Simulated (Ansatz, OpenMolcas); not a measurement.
**From Ansatz to OpenMolcas**

This Ansatz 0.2.0 job computes C3H6F2 (1,3-difluoropropane):

molecule.yaml:
```yaml
crystal:
  periodic: [false, false, false]
  atoms:
    - symbol: F
      position_ang: [-2.015456, 1.627666, -0.003818]
    - symbol: C
      position_ang: [-0.766356, 1.195666, 0.403882]
    - symbol: C
      position_ang: [-0.375000, -0.298800, -0.387800]
    - symbol: C
      position_ang: [0.967500, -0.838200, 0.034700]
    - symbol: F
      position_ang: [1.975600, 0.040200, -0.331200]
    - symbol: H
      position_ang: [-0.795556, 1.070266, 1.491882]
    - symbol: H
      position_ang: [-0.043056, 1.976766, 0.157382]
    - symbol: H
      position_ang: [-0.388200, -0.154300, -1.471600]
    - symbol: H
      position_ang: [-1.138100, -1.046200, -0.147100]
    - symbol: H
      position_ang: [1.026200, -0.968100, 1.120800]
    - symbol: H
      position_ang: [1.173400, -1.798000, -0.445900]
basis:
  gaussian: {orbitals: cc-pVDZ}
hamiltonian: {xc: pbe}
accuracy: high
output: {orbitals: {seedname: orbitals}}
```

```bash
$ ansatz run molecule.yaml --threads 1 --pin off --max-ram 3480MiB --events-out events.jsonl --progress --plain --runs-dir runs
```

One bond was lengthened or shortened from a relaxed shape.

It gives a total energy of -317.239089 Eh.

Q: Write the same calculation for OpenMolcas 26.06 as an input file of the program's own.

A: This input was run:

job.inp:
```
&GATEWAY
  BasLib=$CurrDir
  Coord
  11
  angstrom
  F       -2.015456       1.627666      -0.003818
  C       -0.766356       1.195666       0.403882
  C       -0.375000      -0.298800      -0.387800
  C        0.967500      -0.838200       0.034700
  F        1.975600       0.040200      -0.331200
  H       -0.795556       1.070266       1.491882
  H       -0.043056       1.976766       0.157382
  H       -0.388200      -0.154300      -1.471600
  H       -1.138100      -1.046200      -0.147100
  H        1.026200      -0.968100       1.120800
  H        1.173400      -1.798000      -0.445900
  Basis=cc-pVDZ
  Group=NoSym

&SEWARD
  GridInput
  Grid=UltraFine
  End of Grid

&SCF
  KSDFT=PBE
  Thresholds=1e-10 1e-07 1e-07 1e-05
  PrOrbitals=1 2
```

```bash
$ export MOLCAS_MEM=1860
$ pymolcas job.inp > job.log
```

(Basis files named in the input come from the Basis Set Exchange and aren't shown.)

Its energy is -317.239089 Eh, 0.000 mEh from the first.
